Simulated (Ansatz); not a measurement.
Bond stretch in HF, singlet.

Level of theory: full CI/cc-pVDZ, frozen core (Ansatz, a quantum-chemistry and plane-wave program).

### Question
Relative to R = 0.92 Å, what are the energies at R = 0.74, 0.77, 1.40, 1.92 Å?

### Answer
36.8 kcal/mol at 0.74 Å, 23.5 kcal/mol at 0.77 Å, 58.9 kcal/mol at 1.40 Å, 108.7 kcal/mol at 1.92 Å.
